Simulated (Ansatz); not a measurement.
**Cobalt, hcp: convergence with the plane-wave cutoff**

Computed with Ansatz, LDA, scalar-relativistic PAW, on the relaxed cell (a = 2.427 Å, c = 3.923 Å (c/a = 1.616); ferromagnetic, net 1.51 μB per atom). Errors count from a run at 420 eV on a Γ-centred 24×24×13 mesh with Fermi-Dirac smearing of 0.05 eV, extrapolated to zero width. Fixed here: mesh 15×15×8, Fermi-Dirac width 0.05 eV. The pressure holds a Pulay correction and is unreliable far below the recommended cutoff.

| cutoff (eV) | E(σ→0) error (meV/atom) | P (GPa) | sphere moment (μB) | SCF iterations |
| --- | --- | --- | --- | --- |
| 150 | 105622.1 | 379.91 | 0.00 | 14 |
| 200 | 21544.6 | -100.99 | 1.51 | 12 |
| 250 | 4434.1 | 3.49 | 1.59 | 11 |
| 300 | 634.8 | 6.48 | 1.55 | 12 |
| 350 | 57.1 | 0.16 | 1.56 | 11 |
| 420 | 1.0 | 0.18 | 1.56 | 12 |
| 500 | -0.8 | 0.19 | 1.56 | 13 |
| 600 | -1.5 | 0.17 | 1.56 | 12 |
| 800 | -2.7 | 0.16 | 1.56 | 12 |

Within 5 meV/atom of the last row: from 420 eV on.
